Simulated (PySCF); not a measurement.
## Assignment exercise: C₆H₄O₂

Structure with atom numbers: `[cH:1]1[cH:2][c:3]2[o:4][cH:5][cH:6][c:7]2[o:8]1` (H(Xn): hydrogen on atom n).

- NMR shieldings at PBE/pcSseg-2/GIAO
- J: B3LYP/pcJ-1 (without the spin–dipole term)
- structure optimised with PBE0-D3(BJ)/def2-SVP
- code: PySCF
- fast rotation and ring inversion assumed for equivalent nuclei, non-relativistic, no solvent model, one conformer

Shifts are taken against calculated references (same method and geometry level): ¹³C (179.39 ppm), ¹H (31.18 ppm) against TMS.

(1) Assign these signals to the numbered atoms. ¹³C{¹H} NMR (computed): δ 154.8 (C), 150.2 (CH), 102.9 (CH).

(2) Assign these signals to the numbered atoms. ¹H NMR (400 MHz, computed): δ 7.45 (d, J = 2.8 Hz, 2H), 6.54 (d, J = 2.8 Hz, 2H).

## Answers

(1) 
154.8 → C3/C7, ring-fusion aromatic carbon
150.2 → C1/C5, aromatic CH next to the ring oxygen
102.9 → C2/C6, aromatic CH

(2) 
| δ (ppm) | atoms | environment | reason |
| --- | --- | --- | --- |
| 7.45 | H(C1)/H(C5) | hydrogen on an aromatic CH next to the ring oxygen | it sits in the deshielding region of the aromatic ring current |
| 6.54 | H(C2)/H(C6) | hydrogen on an aromatic CH | ring-current deshielding |

Multiplet labels drop couplings under 1 Hz and merge nearly equal ones. Couplings among chemically equivalent protons are left out too, so labels in AA′BB′ or AA′XX′ sets are apparent multiplicities. Unscaled 3J(H,H) at this level run about 10 % above measured values. Shifts are as computed, not scaled to solution data. Of 1211 compounds with measured shifts, 218 miss one by over three times the rms of a fit or turn the order of signals round; such compounds aren't used in these exercises.
